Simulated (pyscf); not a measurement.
Homolytic dissociation enthalpies at 298 K of As–As, P–P, Sb–Sb bonds in 8 gas-phase molecules, in kcal/mol. Structures and frequencies: ωB97X-D3(BJ)/def2-SVP in PySCF. Correlated levels are frozen-core, on RHF or UHF. ΔMP2 is the change of the MP2 total energy from the triple- to the quadruple-zeta basis. Both columns use the same structures and thermal terms. Rows were drawn at random from the closed-shell molecules with such a bond whose radicals are computed, keep their shape and have no isomer in the data more than 5 kcal/mol lower.

| row | molecule | radicals | B3LYP-D3(BJ)/def2-TZVP | CCSD(T)/def2-TZVPP + ΔMP2(QZVPP) |
|---|---|---|---|---|
| 1 | H₃Si–O–PH–PH₂ | H₃Si–O–PH• + PH₂• | 52.6 | 54.1 |
| 2 | H₂P–PH₂ | PH₂• + PH₂• | 55.0 | 56.0 |
| 3 | H₂As–AsH₂ | AsH₂• + AsH₂• | 48.2 | 49.4 |
| 4 | H₃Si–PH–PH₂ | H₃Si–PH• + PH₂• | 56.2 | ? |
| 5 | H₂P–PH–PH₂ | PH₂• + •HP–PH₂ | 52.2 | 54.0 |
| 6 | HO–P(OH)–PH₂ | HO–P•–OH + PH₂• | 52.5 | 54.9 |
| 7 | HO–PH–PH₂ | HO–PH• + PH₂• | 52.5 | 54.3 |
| 8 | H₂Sb–SbH₂ | SbH₂• + SbH₂• | 41.5 | 43.3 |

Question: Fit a line that carries the B3LYP-D3(BJ) values to the last column and predict row 4.

Answer: In the 7 complete rows the last column lies 1.0 to 2.4 kcal/mol from B3LYP-D3(BJ) (mean 1.6, median 1.8). Least squares gives y = 2.1 + 0.99·x with residuals of 0.4 kcal/mol (root mean square). For row 4: 2.1 + 0.99 × 56.2 = 57.7 kcal/mol, an extrapolation. The computed value is 57.6 kcal/mol, 0.1 under the line. The CCSD(T) − MP2 part came from Ansatz, without density fitting, on the same reference. The frozen core leaves the outer d or s,p core shells of the metals and heavy elements correlated in the MP2 and CC values, and def2-TZVPP describes them poorly, which can shift differences by a few kcal/mol. Elements up to Kr have no core potential and no relativistic terms here. Elements past Kr carry the def2 core potentials, without spin-orbit coupling.
